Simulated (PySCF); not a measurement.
A barrier at the coupled-cluster level

Start structure (SiNH₇O, singlet), relaxed at PBE0-D4/def2-TZVP:

```
10
angstrom
Si -0.4258 -0.2390 -0.4108
O 0.8647 0.4324 0.3701
H 0.1340 -1.5140 -0.9098
H -1.5611 -0.4395 0.5285
N -1.0811 0.6755 -1.6912
H 1.7364 -0.9429 2.4547
H 1.8763 -1.2917 3.1013
H 0.7355 1.2960 0.7655
H -0.5914 0.8759 -2.5463
H -1.9222 1.2161 -1.5916
```

The step: SiNH₅O ([NH2][SiH2][OH]) + H₂ → SiNH₅ ([NH2][SiH3]) + H₂O; bonds formed: Si1–H7, O2–H6; bonds broken: Si1–O2, H6–H7. Program: PySCF 2.14 with density fitting (its default auxiliary sets; JK sets also for MP2 and CCSD(T)). Basis: def2-TZVPP and def2-QZVPP. Cores are frozen in the correlated methods. Extrapolation: Hartree–Fock as exp(−7.88 √X), correlation as X^−2.97. Energies below are by CCSD(T) at an estimated basis limit (MP2 extrapolated from triple and quadruple zeta, plus CCSD(T) − MP2 in triple zeta).

Task: What are the electronic barrier and the energy of the step, from the start structure to the end structure? (An estimate is asked for; the value comes from the calculation.)

Result: By the calculation: Barrier 56.05 kcal/mol; step energy 18.29 kcal/mol (uphill); reverse barrier, their difference, 37.76 kcal/mol. Barrier and step energy count from the start structure, the reverse barrier from the end structure.

The saddle point: One imaginary mode of 1341i cm⁻¹.
```json
{"pair": "Si1–H7", "start (Å)": "4.33", "saddle (Å)": "1.76", "end (Å)": "1.49"}
{"pair": "O2–H6", "start (Å)": "2.65", "saddle (Å)": "1.20", "end (Å)": "0.96"}
{"pair": "Si1–O2", "start (Å)": "1.65", "saddle (Å)": "1.90", "end (Å)": "3.94"}
{"pair": "H6–H7", "start (Å)": "0.75", "saddle (Å)": "1.04", "end (Å)": "3.71"}
```

Zero-point energy (harmonic, PBE0-D4): ZPE is 43.23 kcal/mol at the start and 45.31 kcal/mol at the saddle, so the barrier goes from 56.05 to 58.13 kcal/mol.

No T1 diagnostic of these runs exceeds 0.012.

Labels in which every atom is bracketed show which atoms are joined, not bond orders.

For scale, one of the runs: CCSD(T)/def2-TZVPP, 202 basis functions, launched by `OMP_NUM_THREADS=4 python run.py`. Time: 8.7 min of wall clock on 4 CPU threads of an Intel Xeon; the host was shared. Peak host memory: 2.5 GiB.
